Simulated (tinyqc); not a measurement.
Pariser-Parr-Pople SCF with singles CI, for the molecule C=CC=N[CH2+] (SMILES; centres numbered as the heavy atoms are written), step by step. One step of it, computed by the program tinyqc.

Task: PPP integrals. Ohno: gamma = 14.399645/sqrt(R^2 + a^2), a = 2 x 14.399645/(gamma_rr + gamma_ss); H_rr = -W_r - sum_(s != r) z_s gamma_rs; H_rs = beta for bonds.

Centres (angstrom, eV; a flat drawing with bonds scaled to 1.40 angstrom):
```
centre,x,y,core charge z,W,gamma_rr
1C,-2.425000,-0.280000,1,11.160000,11.130000
2C,-1.212000,0.420000,1,11.160000,11.130000
3C,0.000000,-0.280000,1,11.160000,11.130000
4N,1.212000,0.420000,1,14.100000,12.300000
5C,2.425000,-0.280000,1,11.160000,11.130000
```

Resonance integrals (eV):
```
i,j,beta
1,2,-2.390000
2,3,-2.390000
3,4,-2.510000
4,5,-2.510000
```

Give: repulsion gamma_rs; core matrix H.

Result:

repulsion gamma_rs (eV), lower triangle:
```
,1C,2C,3C,4N,5C
1C,11.130
2C,7.552,11.130
3C,5.239,7.555,11.130
4N,3.690,5.298,7.730,12.300
5C,2.869,3.670,5.239,7.728,11.130
```

core matrix H (eV), lower triangle:
```
,1C,2C,3C,4N,5C
1C,-30.510
2C,-2.390,-35.236
3C,0.000,-2.390,-36.923
4N,0.000,0.000,-2.510,-38.546
5C,0.000,0.000,0.000,-2.510,-30.666
```
